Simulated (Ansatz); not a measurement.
System: rock-salt HfC. Method: PBE-D3(BJ) (plane waves, PAW; Ansatz, an electronic-structure program).

Numerical settings: plane-wave cutoff 500 eV, 14×14×14 k mesh, Fermi–Dirac smearing 0.05 eV, scalar-relativistic PAW data made under PBE.

Computed at the level's own relaxed cell.

### Question
What does this level give for the equilibrium volume per atom and lattice constant a?

### Answer

- equilibrium volume per atom = 12.32 Å³/atom
- lattice constant a = 4.620 Å

Measured, for comparison: equilibrium volume per atom 12.47 Å³/atom, lattice constant a 4.638 Å (temperature not stated, no zero-point or thermal correction; as tabulated in Zhang et al. (2018), doi:10.1088/1367-2630/aac7f0). Computed (rounded) less measured: equilibrium volume per atom -1.2 %, lattice constant a -0.4 %. A static lattice is as a rule a little smaller and stiffer than an uncorrected measurement, which narrows the difference in the equilibrium volume per atom, lattice constant a and would widen misses of the other sign.

Spin–orbit coupling is not included.

Static lattice: no zero-point or thermal effects.
